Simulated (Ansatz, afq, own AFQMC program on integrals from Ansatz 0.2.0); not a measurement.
Integrals from Ansatz 0.2.0, then the random walk in our own AFQMC program (afq).

```yaml
crystal:
  periodic: [false, false, false]
  atoms:
    - {symbol: B, position_ang: [0.000000, 0.000000, 0.760224]}
    - {symbol: N, position_ang: [0.000000, 0.000000, -0.452169]}
    - {symbol: H, position_ang: [0.000000, 0.752173, -0.935269]}
    - {symbol: H, position_ang: [0.000000, -0.752173, -0.935269]}
basis:
  gaussian: {orbitals: cc-pVDZ}
magnetization: {spin_polarized: true, initial_magnetization: 0}
correlation: {method: ccsd_t, electrons: outside_noble_gas, hamiltonian_folder: ham}
```

```sh
$ ansatz run in.yaml --threads 1 --pin off --events-out ev --progress --plain --max-ram 1382MiB
```

afq runs on the folder ham with

```
--method phaseless --trial cisd --walkers 70 --populations 1 --least-time 40 --time-step 0.005 --steps-per-block 50 --equilibration-blocks 28 --max-blocks 300 --target-error 0.00038 --factor-cut 1e-05 --start spin_pure --seed 6772 --release-times 0.24,0.51,0.99,1.62,2.4 --release-step 0.03 --release-every 4 --taylor-order 6
```

Times are imaginary, in 1/Eh. The walk had a cap of 536 s.

Output of the walk:

```
orbitals 36  electrons 5 5  factors 290 of 353
reference energy -80.19126511 Eh
CCSD correlation -0.24866483 Eh in 10 cycles, weight of the determinant in the CISD state 0.8949
energy of the start -80.439930 Eh
 block  time / (1/Eh)  mean weight  energy / Eh
     1     0.250  0.9981  -80.437866
     2     0.500  0.9996  -80.439345
     3     0.750  1.0015  -80.442192
     4     1.000  1.0004  -80.446456
     5     1.250  0.9983  -80.449675
     8     2.000  0.9988  -80.450915
    17     4.250  1.0019  -80.451616
    41    10.250  1.0010  -80.447377
    57    14.250  0.9981  -80.439472
    65    16.250  1.0006  -80.441437
    89    22.250  1.0002  -80.441347
   105    26.250  1.0033  -80.453352
   113    28.250  1.0006  -80.446424
   137    34.250  0.9989  -80.452242
   161    40.250  0.9986  -80.448348
   185    46.250  0.9984  -80.451410
   209    52.250  0.9999  -80.445060
   233    58.250  1.0000  -80.447446
   257    64.250  1.0003  -80.445615
   281    70.250  0.9997  -80.447320
   305    76.250  0.9996  -80.447211
   321    80.250  1.0003  -80.444898
blocks merged  error / Eh  count
     1  0.000240  300
     2  0.000289  150
     4  0.000345  75
     8  0.000419  37
    16  0.000459  18
    32  0.000407  9
released: time / (1/Eh)  energy / Eh  error  mean overlap
  0.24  -80.447130  0.000405  0.9977
  0.51  -80.447524  0.000370  0.9863
  0.99  -80.447024  0.000338  0.9809
  1.62  -80.447668  0.000319  0.9758
  2.40  -80.447730  0.000680  0.9623
energy -80.447479 +/- 0.000459 Eh
(rows thinned)
```

The run passed its tests (sampling time, drift between the halves within three errors, error under three times the target), which doesn't prove that it has relaxed.

Against this walk (error 12.5 meV) on the same determinant: CCSD(T) 33.4 meV higher, CCSDT(Q) 6.0 meV higher (within the noise). The error is statistical and leaves out the bias of the constraint. Released to 2.40 1/Eh the energy moves by -7 ± 22 meV (both errors), within twice the noise.

Cautions: constraint bias not in the error; error above the target (12.5 against 10.3 meV); an unrestricted solution with more broken spin lies lower (39 meV, ⟨S²⟩ 0.24), while this determinant keeps restricted orbitals.

The walk took 6.5 min on 1 thread of Arm Neoverse V2 (shared host). The log's last line is the phaseless energy.

CCSDT and higher add their correlation energy to the determinant of the CCSD(T) run, since their own runs factorise the integrals more tightly (a shift of under 2 meV). A walk keeps the symmetry of its determinant, which the program's search chose and which needn't be the lowest solution, so a lower state of the same spin and another symmetry isn't excluded.
